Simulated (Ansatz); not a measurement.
System (SMILES): F (HF).
Atoms: F1, H2. Bonds: F1-H2.

Basis-set convergence of the highest harmonic wavenumber at PBE with Ansatz (an electronic-structure program). Each level at its own minimum, finite differences of forces, unscaled; the reference is a large set that could be run, not a limit. Cartesian d functions, on some or all atoms, in 6-31G*, 6-31G**; all else is spherical. The program fits the integrals of some runs and decomposes those of others, by size. No added dispersion term, no relativity. Reference: the value in aug-pcseg-3, 3968 cm⁻¹, itself unsure by roughly 1 cm⁻¹ (its mean distance from aug-cc-pVQZ, def2-QZVPPD, pcseg-3). Deviations are taken from unrounded values.

```csv
basis,functions,highest harmonic wavenumber (cm⁻¹),minus reference (cm⁻¹)
6-31G,11,3629,-340
6-31G*,17,3872,-97
def2-SVP,19,3967,-1
6-31G**,20,3980,12
aug-cc-pVDZ,32,3941,-28
aug-pcseg-1,32,3922,-46
def2-TZVP,37,3972,4
pcseg-2,44,3971,2
"6-311++G(3df,3pd)",57,3982,14
def2-TZVPPD,57,3968,0
aug-pcseg-2,69,3964,-5
aug-cc-pVQZ,126,3968,0
aug-pcseg-3,134,3968,0
```
